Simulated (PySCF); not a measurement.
## Checking a proposed structure

A compound C$_{3}$H$_{2}$F$_{2}$ gives the data below (simulated from a calculation) and was assigned the structure `FC1=C[C@H]1F`.

13C{1H} NMR (computed): δ 106.3 (CH, t, J = 299.2 Hz), 83.3 (CH, t, J = 5.7 Hz), 79.0 (C, t, J = 35.3 Hz).

1H NMR (500 MHz, computed): δ 6.11 (td, J = 60.5, 2.4 Hz, 1H), 2.61 (td, J = 6.7, 2.4 Hz, 1H).

Theoretical values (PySCF 2.14.0 with density-fitted response routines): PBE0-D3(BJ)/def2-SVP geometry, shieldings: GIAO PBE0/pcSseg-1, couplings computed with B3LYP/pcJ-1. No relativistic terms, single conformer, rapidly exchanging positions averaged, no solvent.

Shifts are taken against calculated references (same method and geometry level): 1H, 13C vs TMS.

(1) Compare with the shifts computed for the proposed structure, pairing carbons in order of shift.

(2) Which isomer fits?

Results:

(1) Structure with atom numbers: `[F:1][C:2]1=[CH:3][C@H:4]1[F:5]`. Hydrogens are named by the atom that carries them.

```
atom  computed for proposal  given list  difference
  C2                  157.8       106.3       +51.5
  C3                   92.7        83.3        +9.4
  C4                   71.2        79.0        -7.8
```

The rms difference is 30.5 ppm and the largest +51.5 ppm at C2 (fully substituted alkene carbon). The carbon types in order of shift don't match either: C, CH, CH for the proposal against CH, CH, C in the data. The proposal doesn't fit.

(2) SMILES C#CC(F)F.

Carbon types of the structure: 1 × C, 2 × CH, which accounts for all hydrogens. δC 106.3: propargylic sp3 CH bonded to 2 F; 2 electronegative neighbours deshield it. δC 83.3: terminal alkyne carbon; sp carbons lie upfield of alkene carbons because the cylindrical π system leaves one tensor component strongly shielded. δC 79.0: alkyne carbon; the triple bond shields along its axis, which puts it between sp3 and sp2 carbons. δH 2.61: hydrogen on a terminal alkyne carbon; it lies on the axis of the triple bond, in its shielding cone.

The shifts were computed for this structure.

Common functionals overestimate the size of one-bond C–F couplings by tens of Hz; these are unscaled. Multiplet labels drop couplings under 1 Hz and merge nearly equal ones. Shifts are as computed. Against solution values, carbons near 30 ppm lie about +2 ppm off and those near 130 ppm about +5 ppm. Of 1211 compounds with measured shifts, 218 miss one by over three times the rms of a fit or turn the order of signals round; such compounds aren't used in these exercises.
